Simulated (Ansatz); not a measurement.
**Li: from a trial structure to a relaxed crystal**

Theory: DFT r2SCAN, scalar-relativistic, plane waves, PAW in Ansatz. Cutoff 500 eV, Γ-centred k mesh, Gaussian smearing, no spin polarisation in the final step.

A relaxed cell is given with its space group left out.

```yaml
crystal:
  lattice:
    - [2.76429, 0.00000, 0.00000]
    - [0.00000, 2.76429, 0.00000]
    - [0.00000, 0.00000, 2.76429]
  atoms:
    - { symbol: Li, position: [0.00000, 0.00000, 0.00000] }
```

Energies count from the standard state of Li at the same level.

(1) What space group does it have?

(2) How far above the standard state of Li does it lie?

(3) Is it a metal?

## Answers

(1) Pm-3m (No. 221). Conventional cell: a = 2.764 Å. Li has 6 Li at 2.76 Å.

(2) 0.12 eV/atom.

(3) Yes, bands cross the Fermi level on the 20×20×20 mesh.

The final run used a 20×20×20 mesh on its 1-atom cell and 0.10 eV smearing. The k mesh leaves about 4 meV/atom of noise in metals. The cell came from a trial start, so Li may not exist in this structure.